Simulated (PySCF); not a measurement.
Several molecules and their computed UV-vis stick spectra, shuffled. Computed, not measured: TDDFT CAM-B3LYP/def2-SVPD, vertical, gas phase, core orbitals frozen in the response in PySCF 2.14.0, density-fitted response routines. Geometries: PBE0-D3(BJ)/def2-SVP; one conformer of each isolated species. Triplets are in the Tamm–Dancoff approximation.

A. `c1ccc(F)cc1`
B. `C[N+]1(C)[BH2-]CC[C@H]1O[SiH3]`
C. `FC(F)(F)P1CCC=C1[SiH3]`

Lowest singlet levels (six at most, fewer where fewer were computed) with oscillator strengths:

1. 228 nm (f 0.012); 200 nm (f 0.001); 173 nm (f 0.596); 172 nm (f 0.584); 172 nm (f 0.004); 164 nm (f 0.000); T1 4.10 eV
2. 227 nm (f 0.077); 193 nm (f 0.087); 187 nm (f 0.033); 185 nm (f 0.055); 182 nm (f 0.040); 173 nm (f 0.029); T1 3.88 eV
3. 174 nm (f 0.004); 169 nm (f 0.023); 165 nm (f 0.018); 159 nm (f 0.011); 158 nm (f 0.014); 154 nm (f 0.006); T1 6.87 eV

**Question.** Which spectrum belongs to which structure?

**Answer.** 1 = A, 2 = C, 3 = B.
- A: S1 at 5.43 eV, HOMO→LUMO (68%), HOMO-1→LUMO+1 (32%); Löwdin shares by element: HOMO carbon 54% or more, fluorine 11% (atoms not listed hold the other 35%); LUMO carbon 73% or more (atoms not listed hold the other 27%); HOMO -8.49 and LUMO 0.49 eV; point group C2v, 1 of its 6 listed states under f = 0.0005.
- B: S1 at 7.12 eV, HOMO→LUMO (40%), HOMO-2→LUMO (28%), HOMO-1→LUMO (13%); Löwdin shares by element: HOMO hydrogen 33% or more, boron 32%, carbon 14% or more (atoms not listed hold the other 22%); LUMO silicon 31%, hydrogen 18% or more, oxygen 8% (atoms not listed hold the other 43%); HOMO -8.76 and LUMO 0.80 eV.
- C: S1 at 5.47 eV, HOMO→LUMO (89%); Löwdin shares by element: HOMO phosphorus 40%, carbon 37% or more (atoms not listed hold the other 24%); LUMO carbon 58% or more, phosphorus 10%, silicon 7% (atoms not listed hold the other 25%); HOMO -8.55 and LUMO 0.11 eV.
A and C have S1 within 0.05 eV of each other; their strongest listed levels stand at 7.15 eV (f 0.596) and 6.42 eV (f 0.087).

Without π bonds the low states are Rydberg-like; a valence basis with one diffuse set may place them up to an eV too high.
